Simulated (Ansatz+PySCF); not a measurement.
The numbers below are computed, except where a source is named.
A run of Ansatz (development build ahead of 0.2.0) on singlet C₄H₁₀ at this shape:

```xyz
14

C     0.0000   -0.3883   -1.7561
C     0.0000    0.3818   -0.5880
C     0.0000   -0.3818    0.5880
C     0.0000    0.3883    1.7561
H     0.0000    0.1908   -2.5870
H     0.8165   -0.9879   -1.8020
H    -0.8165   -0.9879   -1.8020
H    -0.8094    0.9968   -0.5846
H     0.8094    0.9968   -0.5846
H     0.8094   -0.9968    0.5846
H    -0.8094   -0.9968    0.5846
H     0.0000   -0.1908    2.5870
H     0.8165    0.9879    1.8020
H    -0.8165    0.9879    1.8020
```

Its results:

| Item | Value |
| --- | --- |
| Converged | yes |
| Total energy | -157.10502 hartree |
| Spin squared of the determinant | 0.000 |

**Question.** Which input gives this output? Name the method, the orbitals and the basis set, and write the input.

**Answer.** RHF in def2-SVP. An unrestricted run that stays on the closed shell gives the same numbers.

```yaml
crystal:
  periodic: [false, false, false]
  atoms:
    - { symbol: C, position_ang: [0.0, -0.38832, -1.75612] }
    - { symbol: C, position_ang: [0.0, 0.38176, -0.58801] }
    - { symbol: C, position_ang: [0.0, -0.38176, 0.58801] }
    - { symbol: C, position_ang: [0.0, 0.38832, 1.75612] }
    - { symbol: H, position_ang: [0.0, 0.19075, -2.58697] }
    - { symbol: H, position_ang: [0.81648, -0.98789, -1.80202] }
    - { symbol: H, position_ang: [-0.81648, -0.98789, -1.80202] }
    - { symbol: H, position_ang: [-0.80939, 0.9968, -0.58458] }
    - { symbol: H, position_ang: [0.80939, 0.9968, -0.58458] }
    - { symbol: H, position_ang: [0.80939, -0.9968, 0.58458] }
    - { symbol: H, position_ang: [-0.80939, -0.9968, 0.58458] }
    - { symbol: H, position_ang: [0.0, -0.19075, 2.58697] }
    - { symbol: H, position_ang: [0.81648, 0.98789, 1.80202] }
    - { symbol: H, position_ang: [-0.81648, 0.98789, 1.80202] }
basis:
  gaussian: { orbitals: def2-SVP }
hamiltonian:
  xc: hf
```
